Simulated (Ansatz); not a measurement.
hcp Ti was calculated with PBEsol-D3(BJ) in Ansatz (plane waves, PAW).

Input file:

Ansatz 0.2 input:
```yaml
crystal:
  lattice:
    - [1.4346395358, -2.4848685665, 0.0]
    - [1.4346395358, 2.4848685665, 0.0]
    - [0.0, 0.0, 4.5471559574]
  atoms:
    - { symbol: Ti, position: [0.3333333333, 0.6666666667, 0.25] }
    - { symbol: Ti, position: [0.6666666667, 0.3333333333, 0.75] }
basis:
  ecutwfc: 520
  ecutrho_ratio: 4
  xc_grid: 2
kpoints:
  mp_grid: { grid: [24, 24, 12] }
hamiltonian:
  xc: pbesol
  dispersion: d3bj
  pseudopotentials: { kind: paw }
scf:
  occupations: { method: fermi_dirac, width: 0.05 }
output:
  forces: true
  stress: true
  eigenvalues: true
relax:
  f_tol: 0.004
  escape_saddle: false
  max_steps: 80
  cell: { stress_tol: 0.02, fix: [volume] }
```

Output (set-up and result lines):

```
Relaxation: its limit of steps is 80 (relax.max_steps)
Crystal: 2 atoms, lattice volume = 32.420 Å³
Basis set: ecut = 520 eV, 881 PW (Γ), exchange–correlation on 48×48×72 points (8 copies of the dense FFT grid, shifted against one another)
Bands: 16, of which v1, the nominal top of the filled ones, is band 12 counted from 1 (11 counted from 0)
Symmetry: 24 space group operations
Space group: P63/mmc (ITA 194), of the structure as read, at distance tolerance 3.2e-5 Å
k-points: 427 of 6912
Functional: x = pbesol(κ = 0.804, μ = 0.12345679012345678), c = pbesol(β = 0.046)
SCF iter   1: F=—  HF=-4949.083026 eV  |F-HF|=—  |Δ(HF+E_count)|=         —  Δρ=8.55e-3  dr2=1.78e-2
SCF iter   2: F=—  HF=-4949.077884 eV  |F-HF|=—  |Δ(HF+E_count)|=   5.14e-3  Δρ=3.86e-3  dr2=3.77e-3
  ...
SCF 1 converged in 6 iterations: F = -4949.076802 eV  dr2 = 2.35e-10
Crystal: 2 atoms, lattice volume = 32.420 Å³
Initial density: handed on by an earlier stage of this run
SCF 2 converged in 7 iterations: F = -4949.076806 eV  dr2 = 1.00e-15
Crystal: 2 atoms, lattice volume = 32.420 Å³
SCF iter   6: F=-4949.076806 eV  HF=-4949.076806 eV  |F-HF|=0.00e0  |Δ(HF+E_count)|=    0.00e0  Δρ=4.10e-9  dr2=1.01e-15
SCF iter   7: F=-4949.076806 eV  HF=-4949.076806 eV  |F-HF|=0.00e0  |Δ(HF+E_count)|=    0.00e0  Δρ=1.40e-9  dr2=1.24e-16
SCF 3 converged in 7 iterations: F = -4949.076806 eV  dr2 = 1.24e-16
SCF converged after 7 iterations
Free energy (F): -4949.076806 eV
Internal energy: -4949.060666 eV  (E = F + TS)
E sigma→0 (E₀):  -4949.068736 eV
Fermi energy:    14.374380 eV
--- Forces (eV/Å), atoms counted from 1 ---
  atom   1  Ti     0.00000000    -0.00000000     0.00000000
  atom   2  Ti     0.00000000     0.00000000    -0.00000000
--- Stress (GPa, compression-positive) ---
       -2.462392       0.000000       0.000000
        0.000000      -2.462392      -0.000000
        0.000000      -0.000000      -2.471707
  P = ⅓ Tr σ = -2.4655 GPa (-24.655 kbar)
```

The cell is one volume of an energy–volume scan, off the minimum.

The PAW data were made under PBE.

Ansatz is a first-principles code.
